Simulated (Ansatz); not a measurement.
input.yaml (Ansatz)

```yaml
crystal:
  lattice:
    - [-1.6225313716, 1.6225313716, 1.6225313716]
    - [1.6225313716, -1.6225313716, 1.6225313716]
    - [1.6225313716, 1.6225313716, -1.6225313716]
  atoms:
    - { symbol: Nb, position: [0.0, 0.0, 0.0], spin: 1.0 }
hamiltonian:
  xc: lda
  pseudopotentials:
    kind: paw
    azcp:
      Nb: "pseudopotentials/Nb.paw.azcp"
basis:
  ecutwfc: 420
  fft_grid_basis: typed
kpoints:
  mp_grid: { grid: [22, 22, 22], shift: [0, 0, 0] }
magnetization:
  spin_polarized: true
scf:
  occupations: { method: fermi_dirac, width: 0.05 }
```

Terminal output

```
Warning: the record states the generating functional pbe (its physics header spells it `PBE`), which answers neither for hamiltonian.xc's functional nor for the lda family's — results may be inconsistent (PPs are generated against a specific XC)
Engine: ansatz 0.2.0, x86_64-unknown-linux-gnu
Pseudopotentials: kind: paw
Pseudopotential: Nb, paw, valence charge 13, recommended cutoff 420 eV (normal) 
Functional definition: SPW92
  exchange = slater_x
  correlation = pw_c
Crystal: 1 atoms, lattice volume = 17.086 Å³
Basis set: ecut = 420 eV, 321 PW (Γ)
Bands: 11, of which v1, the nominal top of the filled ones, is band 7 counted from 1 (6 counted from 0)
Symmetry: 48 space group operations
Space group: Im-3m (ITA 229), of the structure as read, at distance tolerance 2.6e-5 Å
Magnetic group: BNS 229.140 (UNI 1642), of the structure as read, at distance tolerance 2.6e-5 Å
k-points: 328 of 10648
Non-local potential: Nb, projectors of the file, l = 0: 3, l = 1: 2, l = 2: 2, l = 3: 1
PAW form: soft (Blöchl's): semilocal exchange-correlation on the pseudo side does not see the compensation charge
PAW frozen core: Nb, regenerated for the run's functional, and the local potential with it (the file was generated under x = pbe(κ = 0.804, μ = 0.2195149727645171), c = pbe(β = 0.06672455060314922))
PAW one-centre angular grid: Nb, 590 points (default); XC on 64 Gauss nodes
Initial density: superposition of atomic densities (chi_scale 0.1, normalization cell)
Starting moments: Σ|m| = 1 μB on 1 of 1 site
Initial wavefunctions: pseudopotential atomic-orbital guess
Functional: x = slater, c = lda
SCF iter   1: F=—  HF=-4443.222410 eV  |F-HF|=—  |Δ(HF+E_count)|=         —  Δρ=6.04e-2 (↑6.04e-2 ↓3.18e-2)  dr2=1.06e0  dr2_m=1.31e-1  M=0.215 μB ∫|m|=0.215 μB  β_m=0.30  ethr=3.10e-3  ⟨swp⟩=5.0  Hψ=40882  notcnv=0
Mixer restart at iter 1: flushing history
SCF iter   2: F=—  HF=-4442.771708 eV  |F-HF|=—  |Δ(HF+E_count)|=   4.51e-1  Δρ=3.75e-2 (↑3.75e-2 ↓2.15e-2)  dr2=2.78e-1  dr2_m=7.04e-2  M=0.179 μB ∫|m|=0.179 μB  β_m=0.47  ethr=3.10e-3  ⟨swp⟩=2.7  Hψ=17103  notcnv=0  defer=95
SCF iter   3: F=—  HF=-4442.603369 eV  |F-HF|=—  |Δ(HF+E_count)|=   1.68e-1  Δρ=1.01e-2 (↑1.01e-2 ↓9.78e-3)  dr2=6.74e-3  dr2_m=1.10e-2  M=0.094 μB ∫|m|=0.094 μB  β_m=0.68  ethr=2.14e-3  ⟨swp⟩=2.6  Hψ=12843  notcnv=0  defer=96
SCF iter   4: F=—  HF=-4442.602979 eV  |F-HF|=—  |Δ(HF+E_count)|=   3.90e-4  Δρ=1.63e-3 (↑1.63e-3 ↓1.62e-3)  dr2=4.18e-5  dr2_m=3.89e-4  M=0.026 μB ∫|m|=0.026 μB  β_m=0.84  ethr=5.19e-5  ⟨swp⟩=1.5  Hψ=11379  notcnv=0  defer=96
SCF iter   5: F=—  HF=-4442.603286 eV  |F-HF|=—  |Δ(HF+E_count)|=   3.07e-4  Δρ=3.46e-4 (↑3.35e-4 ↓3.46e-4)  dr2=3.85e-6  dr2_m=1.71e-5  M=0.006 μB ∫|m|=0.006 μB  β_m=0.92  ethr=3.21e-7  ⟨swp⟩=2.0  Hψ=10224  notcnv=0  defer=96
SCF iter   6: F=—  HF=-4442.603300 eV  |F-HF|=—  |Δ(HF+E_count)|=   1.44e-5  Δρ=2.54e-5 (↑2.28e-5 ↓2.54e-5)  dr2=2.11e-7  dr2_m=4.47e-8  M=0.000 μB ∫|m|=0.000 μB  β_m=0.96  ethr=2.96e-8  ⟨swp⟩=1.8  Hψ=9900  notcnv=0  defer=96
SCF iter   7: F=—  HF=-4442.603300 eV  |F-HF|=—  |Δ(HF+E_count)|=   2.74e-7  Δρ=2.30e-6 (↑2.30e-6 ↓2.28e-6)  dr2=4.05e-10  dr2_m=5.84e-10  M=0.000 μB ∫|m|=0.000 μB  β_m=0.95  ethr=1.62e-9  ⟨swp⟩=2.4  Hψ=10788  notcnv=0  defer=96
SCF iter   8: F=—  HF=-4442.603300 eV  |F-HF|=—  |Δ(HF+E_count)|=  2.69e-10  Δρ=1.70e-7 (↑1.05e-7 ↓1.70e-7)  dr2=4.29e-12  dr2_m=1.86e-12  M=-0.000 μB ∫|m|=0.000 μB  β_m=0.97  ethr=3.12e-12  ⟨swp⟩=2.3  Hψ=10956  notcnv=0  defer=96
SCF iter   9: F=-4442.603300 eV  HF=-4442.603300 eV  |F-HF|=9.09e-13  |Δ(HF+E_count)|=  1.82e-12  Δρ=3.02e-8 (↑3.02e-8 ↓1.88e-8)  dr2=1.66e-13  dr2_m=4.51e-14  M=-0.000 μB ∫|m|=0.000 μB  ethr=1.00e-12  ⟨swp⟩=1.0  Hψ=17056  notcnv=0
SCF 1 converged in 9 iterations: F = -4442.603300 eV  dr2 = 1.66e-13
WARN: the starting moments were not kept: the SCF closed with an absolute magnetisation of 3.1e-7 μB, where they sum to 1 μB in size (1 site). That is at most 0.1 of that sum. Measured as dr2_m measures the in/out step, that magnetisation stands 1.4e-14 eV from none, at or under the dr2_threshold of 1.0e-7 eV: it is no larger than a step whose dr2_m would equal this threshold. The system may hold no moment; this SCF shows only that its start led to no more than that. To try another start: raise the starting moments (crystal.atoms[].spin, magnetization.per_species, magnetization.initial_magnetization, or on a non-collinear deck that types none of these the spinor_matrix: blocks that start its atoms; where the total moment is fixed, keep their sum and leave initial_magnetization as it is; typed ones take the place of any that the run laid by itself, positive ones on a crystal's lanthanoids without a Hubbard term where scf.initial_density.shell_occupations: [] is typed) or, if the notice of its spin-set hold's release reads "site moments contracting" or "site moments show no strong build", lengthen the hold (scf.mixing.spin_hold: { on: { confirm: 4 } }; for m-r²SCAN on two components see the key's manual first). Each may lead to a state that holds a moment. A second SCF, from the converged charge density, with the starting moments and any scf.initial_density.shell_occupations laid on it anew, would have followed, and was not run: the deck does not ask for one (magnetization.retry_lost_moments is false, the default). To let it run, set magnetization.retry_lost_moments: true and run the deck again, where that key's refused combinations let it; where memory then withholds it, that run's warning says so.
SCF converged after 9 iterations
Magnetization: -0.0000 μB (6.5000 up, 6.5000 down)
Absolute magnetization: 0.0000 μB (∫|ρ↑−ρ↓|, with the PAW one-centre terms)
Spin contamination: 0.0000 ħ² per cell (⟨S²⟩ above its minimum at these occupations)
Per-site moments (μB) at R_I (Å): [(-1.873377884637483e-7, 1.1592515436503177)]
Free energy (F): -4442.603300 eV
Harris-Foulkes:  -4442.603300 eV  (|F-HF|=9.09e-13)
Internal energy: -4442.591171 eV  (E = F + TS)
E sigma→0 (E₀):  -4442.597236 eV
Entropy (-TS):   -0.012129 eV (-12.129 meV/atom)
Fermi energy:    18.605015 eV
--- Per-component energies (eV) ---
  E_band       = -55.577897
  E_kinetic    = 397.635914
  E_local      = -667.723834  (includes V_loc(G=0)·N_el)
  E_nonlocal   = 124.919620
  E_hartree    = 207.368932
  E_xc         = -175.249890
  E_vxc        = -213.706244  (∫ρ·V_xc dr)
  E_paw        = -2965.399163  (= ΣΔE_a)
  E_vpaw       = -111.441230  (= ΣTr[D̂ρ^β])
  E_aug_tail   = 0.000006  (compensation charges beyond the density's cutoff)
  E_ewald      = -1364.568451
  E_core_change = 0.425694  (= ΣΔE_core)
  E_smearing   = -0.012129  (= −TS)
  E_closure    = 0.000000  (closes the sum)
  Σ components = -4442.603300   (vs F -4442.603300, Δ=0.00e0)
```
